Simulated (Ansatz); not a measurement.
**BClH2: molecular dynamics**

The plan is to follow the molecule's vibrations and see whether its bonds hold. The start is relaxed first. Runs: 150 steps of 0.5 fs under a Langevin thermostat at 500 K; 150 steps of 0.5 fs at constant energy, with velocities drawn for 300 K. SMILES of the start: BCl.

Method: RKS CAM-B3LYP-D4/def2-SVP, in Ansatz 0.2.0.

## 1. The starting structure

Bond lengths: B1–H2 1.190 Å, B1–Cl3 1.860 Å, B1–H4 1.190 Å. Angles: H2–B1–Cl3 120.0°, H2–B1–H4 120.0°, Cl3–B1–H4 120.0°.

Structure file:

```xyz
4

B     0.0000    0.0000    0.0000
H     0.0000    0.0000    1.1900
Cl    1.6108    0.0000   -0.9300
H    -1.0305    0.0000   -0.5950
```

## 2. Relaxing the start

input.yaml reads:

```yaml
crystal:
  periodic: [false, false, false]
  atoms:
    - { symbol: B, position_ang: [0.0, 0.0, 0.0] }
    - { symbol: H, position_ang: [0.0, 0.0, 1.19] }
    - { symbol: Cl, position_ang: [1.6108, 0.0, -0.93] }
    - { symbol: H, position_ang: [-1.0305, 0.0, -0.595] }
basis:
  gaussian: { orbitals: def2-SVP }
hamiltonian:
  xc: cam_b3lyp
  dispersion: d4
relax:
  f_tol: 0.02
  max_steps: 40
```

Run with:

```
ansatz run input.yaml --threads 1 --pin off --max-ram 2048MiB --backend cpu --events-out ev --progress --plain --runs-dir out
```

Standard output (excerpt; [...] marks lines left out):

```text
Warning: RAYON_NUM_THREADS=1 ignored (pool sized by the plan → 1); use --threads N
[...]
Functional definition: CAM-B3LYP
[...]
443 factors; integrals over basis functions are off by at most 5.0e-4 eV
139 factors; integrals over basis functions are off by at most 2.8e-6 eV
[...]
mean field -13227.04231305 eV, -486.0848393932 hartree, gradient 1.5e-5 eV, S^2 0.000000; 0 other end points of the search recorded, 0 dependent functions left out
[...]
reference -13227.04239860 eV, -486.0848425373 hartree; 12, 12 occupied and 30, 30 virtual orbitals, 443 factors
relax step   1: F+E_penalty+E_count = -13227.07509457 eV  Δ(F+E_penalty+E_count) = +0.000e0 eV  max|allowed force component| = 2.077e0 eV/Å  Δτ_max = 0.0000 Å  (23 SCF iters, accepted)
[...]
relax step   4: F+E_penalty+E_count = -13227.25173920 eV  Δ(F+E_penalty+E_count) = -1.505e-2 eV  max|allowed force component| = 2.634e-2 eV/Å  Δτ_max = 0.0311 Å  (25 SCF iters, accepted)
[...]
relax step   5: F+E_penalty+E_count = -13227.25176602 eV  Δ(F+E_penalty+E_count) = -2.682e-5 eV  max|allowed force component| = 3.508e-3 eV/Å  Δτ_max = 0.0009 Å  (17 SCF iters, accepted)
443 factors; integrals over basis functions are off by at most 5.2e-4 eV
139 factors; integrals over basis functions are off by at most 2.6e-6 eV
mean field -13227.21875824 eV, -486.0913236345 hartree, gradient 3.6e-5 eV, S^2 0.000000; 1 other end points of the search recorded, 0 dependent functions left out
[...]
reference -13227.21884453 eV, -486.0913268054 hartree; 12, 12 occupied and 30, 30 virtual orbitals, 443 factors
Total energy: -13227.25185231 eV, -486.0925398190 hartree
Atom 0 at     0.015140    -0.000000    -0.008733 Å, force     0.001549     0.000000    -0.000901 eV/Å
Atom 1 at     0.051064     0.000000     1.190608 Å, force     0.000423    -0.000000     0.003508 eV/Å
Atom 2 at     1.519646     0.000000    -0.877348 Å, force     0.000849    -0.000000    -0.000490 eV/Å
Atom 3 at    -1.005550     0.000000    -0.639526 Å, force    -0.002821    -0.000000    -0.002117 eV/Å
Dipole moment:    -0.069554    -0.000000     0.040157 e Å
```

Run time: 4.1 s. Hardware: 1 thread of Arm Neoverse V2, shared host; peak memory 0.098 GiB.

Step by step:

```
step  energy from step 1 (eV)  largest force component (eV/Å)
   1                   0.0000                          2.0765
   2                  -0.1431                          1.0538
   3                  -0.1616                          0.4698
   4                  -0.1766                          0.0263
   5                  -0.1767                          0.0035
```

Step 1 is the start.

After: Bond lengths: B1–H2 1.200 Å, B1–Cl3 1.737 Å, B1–H4 1.200 Å. Angles: H2–B1–Cl3 118.3°, H2–B1–H4 123.4°, Cl3–B1–H4 118.3°.

## 3. Run 1

150 steps of 0.5 fs under a Langevin thermostat at 500 K, from the relaxed start. H is given a mass of 2.014 u.

input.yaml reads:

```yaml
crystal:
  periodic: [false, false, false]
  atoms:
    - { symbol: B, position_ang: [0.01514, 0.0, -0.008733] }
    - { symbol: H, position_ang: [0.051064, 0.0, 1.190608] }
    - { symbol: Cl, position_ang: [1.519646, 0.0, -0.877348] }
    - { symbol: H, position_ang: [-1.00555, 0.0, -0.639526] }
basis:
  gaussian: { orbitals: def2-SVP }
hamiltonian:
  xc: cam_b3lyp
  dispersion: d4
md:
  timestep: 0.5
  n_steps: 150
  ensemble: nvt_langevin
  temperature: 500.0
  initial_velocities: maxwell_boltzmann
  seed: 916813
  friction: 0.005
  masses: [{ species: H, mass: 2.014 }]
```

Run with:

```
ansatz run input.yaml --threads 1 --pin off --max-ram 2048MiB --backend cpu --events-out ev --progress --plain --runs-dir out
```

Standard output (excerpt; [...] marks lines left out):

```text
Warning: RAYON_NUM_THREADS=1 ignored (pool sized by the plan → 1); use --threads N
[...]
[... 1 set-up line as earlier in the session ...]
[...]
442 factors; integrals over basis functions are off by at most 4.0e-4 eV
139 factors; integrals over basis functions are off by at most 2.3e-6 eV
[...]
mean field -13227.21875813 eV, -486.0913236303 hartree, gradient 2.1e-5 eV, S^2 0.000000; 0 other end points of the search recorded, 0 dependent functions left out
[...]
reference -13227.21884441 eV, -486.0913268012 hartree; 12, 12 occupied and 30, 30 virtual orbitals, 442 factors
md step     0: t =     0.00 fs  T =   375.0 K  F+E_penalty+E_count = -13227.25176591 eV  E_kin = 0.193890 eV  (23 SCF iters)
[...]
md step    19: t =     9.50 fs  T =   130.5 K  F+E_penalty+E_count = -13227.14407253 eV  E_kin = 0.067479 eV  (23 SCF iters)
[...]
md step    38: t =    19.00 fs  T =   275.9 K  F+E_penalty+E_count = -13227.19936715 eV  E_kin = 0.142634 eV  (22 SCF iters)
[...]
md step    57: t =    28.50 fs  T =   126.5 K  F+E_penalty+E_count = -13227.13626357 eV  E_kin = 0.065399 eV  (21 SCF iters)
[...]
md step    74: t =    37.00 fs  T =   236.1 K  F+E_penalty+E_count = -13227.17505610 eV  E_kin = 0.122052 eV  (20 SCF iters)
md step    75: t =    37.50 fs  T =   258.7 K  F+E_penalty+E_count = -13227.18643598 eV  E_kin = 0.133736 eV  (21 SCF iters)
```

## 4. More of the same log: dynamics from the start

Output, continued (excerpt; [...] marks lines left out):

```text
md step    76: t =    38.00 fs  T =   279.2 K  F+E_penalty+E_count = -13227.19665699 eV  E_kin = 0.144378 eV  (20 SCF iters)
[...]
md step    94: t =    47.00 fs  T =   324.8 K  F+E_penalty+E_count = -13227.19534944 eV  E_kin = 0.167942 eV  (26 SCF iters)
[...]
md step   112: t =    56.00 fs  T =   206.7 K  F+E_penalty+E_count = -13227.14010335 eV  E_kin = 0.106847 eV  (20 SCF iters)
[...]
md step   130: t =    65.00 fs  T =   324.0 K  F+E_penalty+E_count = -13227.22214905 eV  E_kin = 0.167523 eV  (20 SCF iters)
[...]
md step   148: t =    74.00 fs  T =   156.2 K  F+E_penalty+E_count = -13227.18097768 eV  E_kin = 0.080741 eV  (21 SCF iters)
[...]
md step   149: t =    74.50 fs  T =   133.3 K  F+E_penalty+E_count = -13227.17587915 eV  E_kin = 0.068925 eV  (20 SCF iters)
[...]
md step   150: t =    75.00 fs  T =   119.0 K  F+E_penalty+E_count = -13227.17288578 eV  E_kin = 0.061502 eV  (22 SCF iters)
Total energy: -13227.17297185 eV, -486.0896410158 hartree
Atom 0 at     0.210345     0.019387     0.182495 Å, force     1.129411     0.139250     0.661647 eV/Å
Atom 1 at     0.413719     0.408728     1.328863 Å, force     0.337368    -0.078750    -0.659678 eV/Å
Atom 2 at     1.526692    -0.216166    -0.979679 Å, force    -0.739048     0.183084     0.645530 eV/Å
Atom 3 at    -0.898378    -0.241174    -0.075604 Å, force    -0.727730    -0.243584    -0.647499 eV/Å
Dipole moment:    -0.080138     0.015742     0.051300 e Å
```

It took 90 s on 1 thread of Arm Neoverse V2, shared host; peak memory 0.083 GiB.

## 5. What the atoms did

The trajectory, every 6 steps (energies from step 0):

```csv
time (fs),T (K),potential energy change (meV/atom)
0.0,375,0.0
3.0,243,19.3
6.0,229,21.1
9.0,156,24.8
12.0,129,30.0
15.0,324,10.5
18.0,309,12.3
21.0,279,9.3
24.0,278,13.9
27.0,108,29.8
30.0,164,24.3
33.0,203,21.8
36.0,210,23.7
39.0,286,10.1
42.0,268,16.6
45.0,328,16.5
48.0,296,16.5
51.0,158,35.1
54.0,156,34.3
57.0,235,26.9
60.0,279,23.5
63.0,403,6.6
66.0,274,10.1
69.0,213,12.9
72.0,208,12.7
75.0,119,19.7
```

time (fs), T (K) and a bar:
```
      0.0        375 #############################
      3.5        215 ###########
      6.5        226 ############
     10.0        125 #
     13.0        156 ####
     16.5        358 ###########################
     19.5        287 ###################
     23.0        279 ##################
     26.0        143 ###
     29.5        165 #####
     32.5        199 #########
     36.0        210 ##########
     39.0        286 ###################
     42.5        266 #################
     45.5        348 ##########################
     49.0        294 ####################
     52.0        130 #
     55.5        184 #######
     58.5        240 ##############
     62.0        383 ##############################
     65.0        324 #######################
     68.5        205 ##########
     71.5        207 ##########
     75.0        119
```

## 6. Positions and forces

Positions (Å) and forces (eV/Å):

```xyz
4
time_fs=9.5 T=131 dE=0.1077
B     0.065   -0.022   -0.001   -0.861    0.686    1.216
H     0.135    0.092    1.229   -0.247   -0.301   -0.800
Cl    1.497   -0.026   -0.885    1.581   -0.172   -0.718
H    -0.908    0.034   -0.689   -0.472   -0.212    0.301
4
time_fs=19.0 T=276 dE=0.0524
B     0.052    0.010    0.045   -0.505   -0.197   -2.071
H     0.138    0.057    1.194    0.044    0.090    1.232
Cl    1.517   -0.063   -0.910   -0.125    0.038    0.223
H    -0.997   -0.022   -0.610    0.586    0.069    0.616
4
time_fs=28.0 T=119 dE=0.1193
B     0.020    0.012    0.051    1.859   -0.443    0.960
H     0.139    0.051    1.294    0.025    0.141   -1.097
Cl    1.539   -0.094   -0.923   -1.393    0.193    0.738
H    -1.040   -0.082   -0.442   -0.491    0.108   -0.602
4
time_fs=37.5 T=259 dE=0.0653
B     0.088   -0.029    0.070   -0.453   -0.063   -0.882
H     0.168    0.118    1.222    0.451    0.111    0.986
Cl    1.533   -0.121   -0.918   -0.532    0.007    0.237
H    -1.043   -0.095   -0.375    0.534   -0.054   -0.342
4
time_fs=47.0 T=325 dE=0.0564
B     0.148   -0.054    0.074   -0.992    0.531    1.036
H     0.328    0.196    1.250   -0.204   -0.213   -0.266
Cl    1.504   -0.148   -0.917    1.334   -0.193   -0.934
H    -0.924   -0.138   -0.455   -0.139   -0.126    0.163
4
time_fs=56.0 T=207 dE=0.1117
B     0.172   -0.029    0.112   -0.360    0.019    0.138
H     0.445    0.234    1.251   -0.511   -0.022    0.063
Cl    1.500   -0.171   -0.931    1.342   -0.096   -0.820
H    -0.849   -0.219   -0.481   -0.471    0.100    0.618
4
time_fs=65.5 T=306 dE=0.0347
B     0.210    0.012    0.150   -0.974   -0.799   -0.612
H     0.408    0.285    1.281    0.214    0.309    0.401
Cl    1.519   -0.193   -0.963    0.207    0.142   -0.025
H    -0.910   -0.277   -0.269    0.553    0.349    0.236
4
time_fs=75.0 T=119 dE=0.0789
B     0.210    0.019    0.182    1.129    0.139    0.662
H     0.414    0.409    1.329    0.337   -0.079   -0.660
Cl    1.527   -0.216   -0.980   -0.739    0.183    0.645
H    -0.898   -0.241   -0.076   -0.728   -0.244   -0.647
```

On run 1: Against a set 500 K the second half averages 254 K with a spread of 70 K; 19 meV/atom has gone into potential energy, and a thermostat that acts over some 200 fs has not made it up in 75 fs. No bond forms or breaks.

## 7. Run 2

150 steps of 0.5 fs at constant energy, with velocities drawn for 300 K, starting from the last frame of an earlier run, with new velocities.

input.yaml reads:

```yaml
crystal:
  periodic: [false, false, false]
  atoms:
    - { symbol: B, position_ang: [0.210345, 0.019387, 0.182495] }
    - { symbol: H, position_ang: [0.413719, 0.408728, 1.328863] }
    - { symbol: Cl, position_ang: [1.526692, -0.216166, -0.979679] }
    - { symbol: H, position_ang: [-0.898378, -0.241174, -0.075604] }
basis:
  gaussian: { orbitals: def2-SVP }
hamiltonian:
  xc: cam_b3lyp
  dispersion: d4
md:
  timestep: 0.5
  n_steps: 150
  ensemble: nve
  temperature: 300.0
  initial_velocities: maxwell_boltzmann
  seed: 827752
```

Run with:

```
ansatz run input.yaml --threads 1 --pin off --max-ram 2048MiB --backend cpu --events-out ev --progress --plain --runs-dir out
```

Standard output (excerpt; [...] marks lines left out):

```text
Warning: RAYON_NUM_THREADS=1 ignored (pool sized by the plan → 1); use --threads N
[...]
[... 1 set-up line as earlier in the session ...]
[...]
443 factors; integrals over basis functions are off by at most 4.2e-4 eV
139 factors; integrals over basis functions are off by at most 2.5e-6 eV
[...]
mean field -13227.13994987 eV, -486.0884274801 hartree, gradient 3.5e-5 eV, S^2 0.000000; 0 other end points of the search recorded, 0 dependent functions left out
[...]
reference -13227.14003594 eV, -486.0884306434 hartree; 12, 12 occupied and 30, 30 virtual orbitals, 443 factors
md step     0: t =     0.00 fs  T =   300.0 K  F+E_penalty+E_count = -13227.17288660 eV  E_kin = 0.077556 eV  conserved = -13227.09533060 eV  (21 SCF iters)
[...]
md step    19: t =     9.50 fs  T =   235.4 K  F+E_penalty+E_count = -13227.15635715 eV  E_kin = 0.060857 eV  conserved = -13227.09550006 eV  (22 SCF iters, 3 dispersion substeps)
[...]
md step    38: t =    19.00 fs  T =   409.1 K  F+E_penalty+E_count = -13227.20109077 eV  E_kin = 0.105762 eV  conserved = -13227.09532835 eV  (22 SCF iters, 3 dispersion substeps)
[...]
md step    57: t =    28.50 fs  T =   253.1 K  F+E_penalty+E_count = -13227.16102040 eV  E_kin = 0.065431 eV  conserved = -13227.09558945 eV  (23 SCF iters, 3 dispersion substeps)
[...]
md step    75: t =    37.50 fs  T =   284.3 K  F+E_penalty+E_count = -13227.16871799 eV  E_kin = 0.073509 eV  conserved = -13227.09520910 eV  (22 SCF iters, 3 dispersion substeps)
md step    76: t =    38.00 fs  T =   290.6 K  F+E_penalty+E_count = -13227.17035166 eV  E_kin = 0.075132 eV  conserved = -13227.09521997 eV  (22 SCF iters, 3 dispersion substeps)
```

## 8. More of the same log: dynamics from the last frame of an earlier run

Output, continued (excerpt; [...] marks lines left out):

```text
md step    77: t =    38.50 fs  T =   309.7 K  F+E_penalty+E_count = -13227.17536958 eV  E_kin = 0.080067 eV  conserved = -13227.09530225 eV  (22 SCF iters, 3 dispersion substeps)
[...]
md step    95: t =    47.50 fs  T =   319.4 K  F+E_penalty+E_count = -13227.17818228 eV  E_kin = 0.082582 eV  conserved = -13227.09560048 eV  (25 SCF iters, 3 dispersion substeps)
[...]
md step   113: t =    56.50 fs  T =   306.7 K  F+E_penalty+E_count = -13227.17457999 eV  E_kin = 0.079284 eV  conserved = -13227.09529597 eV  (22 SCF iters, 3 dispersion substeps)
[...]
md step   131: t =    65.50 fs  T =   229.4 K  F+E_penalty+E_count = -13227.15481430 eV  E_kin = 0.059316 eV  conserved = -13227.09549791 eV  (26 SCF iters, 3 dispersion substeps)
[...]
md step   149: t =    74.50 fs  T =   365.3 K  F+E_penalty+E_count = -13227.18979504 eV  E_kin = 0.094445 eV  conserved = -13227.09535020 eV  (22 SCF iters, 3 dispersion substeps)
[...]
md step   150: t =    75.00 fs  T =   372.7 K  F+E_penalty+E_count = -13227.19174772 eV  E_kin = 0.096350 eV  conserved = -13227.09539771 eV  (22 SCF iters, 3 dispersion substeps)
Total energy: -13227.19183398 eV, -486.0903341862 hartree
Atom 0 at     0.208050     0.013417     0.198373 Å, force     0.971016     0.465082     0.093857 eV/Å
Atom 1 at     0.430608     0.471161     1.319098 Å, force     0.179404    -0.339500    -0.665099 eV/Å
Atom 2 at     1.527173    -0.216998    -0.982748 Å, force    -0.835085     0.115226     0.852527 eV/Å
Atom 3 at    -0.907585    -0.210335    -0.128197 Å, force    -0.315334    -0.240809    -0.281286 eV/Å
Dipole moment:    -0.088002     0.003603     0.073504 e Å
```

It took 91 s on 1 thread of Arm Neoverse V2, shared host; peak memory 0.083 GiB.

## 9. Frames and traces

The trajectory, every 8 steps (energies from step 0):

```csv
time (fs),T (K),potential energy change (meV/atom),total energy change (meV/atom)
0.0,300,0.0,0.00
4.0,490,-12.4,-0.11
8.0,246,3.5,0.02
12.0,141,10.3,0.01
16.0,380,-5.3,-0.09
20.0,412,-7.2,0.00
24.0,296,0.2,-0.02
28.0,246,3.4,-0.06
32.0,234,4.3,0.02
36.0,330,-2.0,-0.04
40.0,383,-5.5,-0.08
44.0,259,2.7,0.02
48.0,293,0.4,-0.05
52.0,269,1.9,-0.05
56.0,283,1.1,0.02
60.0,445,-9.5,-0.07
64.0,277,1.5,-0.03
68.0,160,9.1,0.04
72.0,366,-4.3,-0.04
75.0,373,-4.7,-0.02
```

time (fs), T (K) and a bar:
```
      0.0        300 ###############
      3.5        474 ##############################
      6.5        336 ##################
     10.0        231 ##########
     13.0        117 
     16.5        411 #########################
     19.5        408 ########################
     23.0        380 ######################
     26.0        185 ######
     29.5        239 ##########
     32.5        259 ############
     36.0        330 ##################
     39.0        337 ##################
     42.5        293 ###############
     45.5        315 #################
     49.0        231 ##########
     52.0        269 #############
     55.5        270 #############
     58.5        437 ###########################
     62.0        334 ##################
     65.0        251 ###########
     68.5        182 #####
     71.5        361 ####################
     75.0        373 #####################
```

## 10. Snapshots as a file

Extended XYZ, with forces in eV/Å:

```xyz
4
time_fs=9.5 T=235 dE=0.0165
B     0.221   -0.002    0.158    0.046    0.309   -0.077
H     0.679    0.439    1.164   -0.590    0.012    0.579
Cl    1.517   -0.211   -0.966    0.018   -0.306   -0.658
H    -0.944   -0.211   -0.141    0.526   -0.015    0.157
4
time_fs=19.0 T=409 dE=-0.0282
B     0.259    0.008    0.155   -1.811   -0.116    0.040
H     0.522    0.420    1.235    0.048    0.105    0.387
Cl    1.509   -0.213   -0.965    0.940   -0.173   -0.790
H    -0.899   -0.252   -0.215    0.823    0.184    0.362
4
time_fs=28.0 T=246 dE=0.0136
B     0.242    0.030    0.192   -0.306   -0.503   -0.337
H     0.319    0.383    1.335    0.656    0.193   -0.080
Cl    1.518   -0.217   -0.979    0.047    0.282    0.556
H    -0.831   -0.285   -0.209   -0.397    0.028   -0.140
4
time_fs=37.5 T=284 dE=0.0042
B     0.193    0.018    0.204    2.204    0.287   -0.085
H     0.520    0.441    1.313   -0.346   -0.283   -0.653
Cl    1.528   -0.217   -0.983   -0.898    0.169    0.858
H    -0.869   -0.244   -0.190   -0.960   -0.172   -0.120
4
time_fs=47.0 T=336 dE=-0.0096
B     0.218   -0.002    0.156    0.336    0.686    0.813
H     0.622    0.452    1.212   -0.441   -0.245   -0.141
Cl    1.520   -0.212   -0.969   -0.222   -0.255   -0.412
H    -0.956   -0.182   -0.066    0.327   -0.186   -0.260
4
time_fs=56.0 T=283 dE=0.0046
B     0.263    0.013    0.143   -2.177   -0.307    0.450
H     0.509    0.393    1.223    0.298    0.338    0.707
Cl    1.508   -0.213   -0.963    1.037   -0.192   -1.069
H    -0.917   -0.255   -0.129    0.842    0.161   -0.088
4
time_fs=65.5 T=229 dE=0.0181
B     0.233    0.031    0.199    0.235   -0.686   -1.343
H     0.454    0.406    1.298    0.055    0.201    0.303
Cl    1.516   -0.217   -0.977    0.196    0.256    0.467
H    -0.789   -0.312   -0.318   -0.486    0.229    0.573
4
time_fs=75.0 T=373 dE=-0.0189
B     0.208    0.013    0.198    0.971    0.465    0.094
H     0.431    0.471    1.319    0.179   -0.340   -0.665
Cl    1.527   -0.217   -0.983   -0.835    0.115    0.853
H    -0.908   -0.210   -0.128   -0.315   -0.241   -0.281
```

On run 2: The temperature starts at 300 K and averages 304 K in the second half, where it ranges from 153 to 456 K. The total energy strays from its start by at most 0.11 meV/atom, 0.5 % of the mean kinetic energy, which is good for a step of 0.5 fs. No bond forms or breaks.

## 11. What came out

| quantity | value |
| --- | --- |
| relaxation of the start | 4 moves, 0.177 eV lower |
| run 1: length | 150 steps of 0.5 fs |
| run 1: temperature, first and last step | 375 and 119 K |
| run 1: temperature, second half | mean 254 K, from 119 to 403 K |
| run 1: potential energy, second half | +19 meV/atom from this run's first step |
| run 1: bonds formed or broken | 0 |
| run 2: length | 150 steps of 0.5 fs |
| run 2: temperature, first and last step | 300 and 373 K |
| run 2: temperature, second half | mean 304 K, from 153 to 456 K |
| run 2: potential energy, second half | -0 meV/atom from this run's first step |
| run 2: largest change of the total energy | 0.11 meV/atom |
| run 2: bonds formed or broken | 0 |

In words: Mean temperatures of the second halves: 254 K, 304 K. No bond formed or broke in any run. A run of 75 fs with 4 atoms shows the motion but fixes no equilibrium value. The nuclei move classically, without zero-point motion, which matters most for hydrogen.
